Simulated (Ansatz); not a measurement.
**BClO: one species, many methods**

The task here is to estimate one member of a computed series from the others.

Method: functionals in def2-TZVPP, the program's frozen cores in correlated methods; program: Ansatz 0.2.0, Gaussian basis.

Levels to be run: LDA (SPW92), PBE-D4, revPBE-D4, BLYP-D4, r2SCAN-D4, B97M-V, PBE0-D4, B3LYP-D4, r2SCANh-D4, r2SCAN0-D4, HSE06-D4, BHLYP-D4, CAM-B3LYP-D4, LC-ωPBE, ωB97X-V, ωB97M-V, B2PLYP, PBE-QIDH; CCSD(T)/def2-SVP; CCSD(T)/def2-TZVPP; CCSD(T)/def2-QZVPP; extrapolation to the limit; RPA on PBE.

1 further run of the same task is left out (it didn't finish).

## The geometry

An earlier PBE0-D4 in a triple-zeta def2 set relaxation fixed the geometry.

SMILES `O=BCl`, 3 atoms, charge 0, spin multiplicity 1.

Atoms are counted from 1 here; the program's logs count them from 0.

Bond lengths: O1–B2 1.204 Å, B2–Cl3 1.680 Å. Angles: O1–B2–Cl3 180.0°.

The first run:

Input file in.yaml:

```yaml
crystal:
  periodic: [false, false, false]
  atoms:
    - {symbol: O, position_ang: [1.035555, 0.615451, 0.636797]}
    - {symbol: B, position_ang: [0.120859, 0.071677, 0.074303]}
    - {symbol: Cl, position_ang: [-1.156414, -0.687118, -0.711100]}
basis:
  gaussian: {orbitals: def2-TZVPP}
hamiltonian: {xc: lda}
output: {orbitals: {seedname: orbitals}}
```

Launch:

```sh
> ansatz run in.yaml --threads 2 --pin off --events-out ev --progress --plain --max-ram 32768MiB --backend cpu
```

Among the steps run: LDA; PBE-D4 (GGA); revPBE-D4 (GGA); BLYP-D4 (GGA); r2SCAN-D4 (meta-GGA); B97M-V (meta-GGA); B3LYP-D4 (hybrid); r2SCANh-D4 (hybrid); r2SCAN0-D4 (hybrid); HSE06-D4 (hybrid); BHLYP-D4 (hybrid); CAM-B3LYP-D4 (range-separated); LC-ωPBE (range-separated); ωB97X-V (range-separated); ωB97M-V (range-separated); B2PLYP (double hybrid); PBE-QIDH (double hybrid).

One table of the session follows, with a row left open; its other results are not shown here.

It belongs to the step «Frontier levels by functional». 

```
  functional  HOMO (eV)  gap (eV)
 LDA (SPW92)      -8.66      7.46
      PBE-D4      -8.45      7.44
   revPBE-D4      -8.37      7.46
     BLYP-D4      -8.30      7.32
   r2SCAN-D4      -8.76      8.26
      B97M-V      -8.77      8.15
     PBE0-D4      -9.95      9.84
    B3LYP-D4          ?         ?
  r2SCANh-D4      -9.33      9.12
  r2SCAN0-D4     -10.18     10.39
    HSE06-D4      -9.54      9.06
    BHLYP-D4     -11.34     11.92
CAM-B3LYP-D4     -11.38     12.10
     LC-ωPBE     -12.81     14.83
     ωB97X-V     -12.39     14.22
     ωB97M-V     -12.27     13.71
```

Q: Estimate the row for B3LYP-D4 from the others.

Worked estimate for «HOMO (eV)». Against the share of exact exchange, BLYP-D4 (0, -8.30), BHLYP-D4 (0.5, -11.34) give a slope of -6.08 per unit share; at 0.2 the line stands at -9.52.

The run gave: HOMO (eV): -9.67; gap (eV): 9.23. In «HOMO (eV)» the line misses by +0.15.
